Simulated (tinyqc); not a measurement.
A ladder of methods, and size consistency: correlation methods against full CI in the sto-3g basis, for H2O, spin multiplicity 1. Computed by the program tinyqc with PySCF. Command: `OMP_NUM_THREADS=1 python tinyqc.py 114043 114044 out.jsonl`; one thread of a shared host (Intel(R) Xeon(R) Processor @ 2.60GHz), about 1 s.

Geometry (angstrom):
```
atom       x        y       z
O     0.0000   0.0000  0.0000
H     0.0000   0.7680  0.7010
H     0.0000  -0.7670  0.7000
```

RHF energy of one = -74.960374 hartree

All electrons correlated; +Q is the Davidson correction (1 - c0^2) E_corr. The last columns treat two copies 100 angstrom apart as one system. FCI is the lowest singlet.

Correlation energies (hartree):
```
method   E_corr of one  share of FCI (%)  E_corr of two at 100 angstrom  two minus twice one (mhartree)
MP2          -0.044544           71.0770                      -0.089087                          0.0000
CISD         -0.061428           98.0184                      -0.118723                          4.1324
CISD+Q       -0.063645          101.5562                      -0.126436                          0.8540
CCSD         -0.062511           99.7474                      -0.125023                          0.0000
CCSD(T)      -0.062584           99.8639                      -0.125169                          0.0000
FCI          -0.062670          100.0000                              -                               -
```

MP2 recovers 71 %, CISD 98.0 % and CCSD 99.7 % of the FCI value (c0^2 = 0.964 in CISD). MP2 and coupled cluster are size consistent, so their last column vanishes; CISD loses 4.13 mhartree, since a double excitation on each copy is a quadruple of the pair, and the Davidson correction leaves +0.85.
